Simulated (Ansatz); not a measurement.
C₂F₄, SMILES FC(F)=C(F)F (connectivity only; charge and spin as stated), charge +1, multiplicity 2.

The structure is a stationary point at PBE0-D3(BJ)/def2-SVP. The spin state was assumed, not searched.

Two levels are set side by side: PBE/def2-SVPD (Ansatz, a first-principles code) and CAM-B3LYP/def2-SVPD (Ansatz). Energy differences of separate SCF runs at the same geometry; the states with an electron removed or added have multiplicity 1 and 1. Differences are taken from unrounded values.

| quantity | CAM-B3LYP |
|---|---|
| vertical ionisation energy (eV) | 18.29 |
| vertical electron affinity (eV) | 9.35 |

### Question
What does PBE give, and how far is it from CAM-B3LYP? (The exact figures need the calculation; the answer reports its results.)

### Answer

```csv
quantity,PBE,PBE minus CAM-B3LYP
vertical ionisation energy (eV),17.80,-0.49
vertical electron affinity (eV),9.00,-0.35
```
